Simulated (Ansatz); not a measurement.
C4H6O can be A, `C=CCC=O`, or B, `C#CCOC`.

Program: Ansatz. Geometries: PBE0-D4/def2-TZVP. ΔE: electronic, gas phase. CBS: MP2 limit from def2 TZ/QZ plus the TZ coupled-cluster correction, frozen cores. Functionals use def2-TZVPP. B3LYP here is the variant with VWN-RPA as its local correlation; programs differ in this. Each species was taken in one conformer, which may not be the lowest.

Question: Which is lower in electronic energy at CCSD(T)/CBS, and by how much? (Best estimate.)

Answer: Computed: A, by 147.1 kJ/mol.

Question: Give E(B) − E(A) in kJ/mol with CCSD/def2-TZVPP, PBE0-D4, CCSD(T)/def2-TZVPP, ωB97M-V, B2PLYP, B3LYP-D4, PBE-D4. (An estimate is asked.)

Answer: The calculation gave: CCSD/def2-TZVPP 148.0, PBE0-D4 158.4, CCSD(T)/def2-TZVPP 149.2, ωB97M-V 151.0, B2PLYP 148.0, B3LYP-D4 153.6, PBE-D4 159.9. None reverses the order clearly.

Largest T1 diagnostic: 0.013.
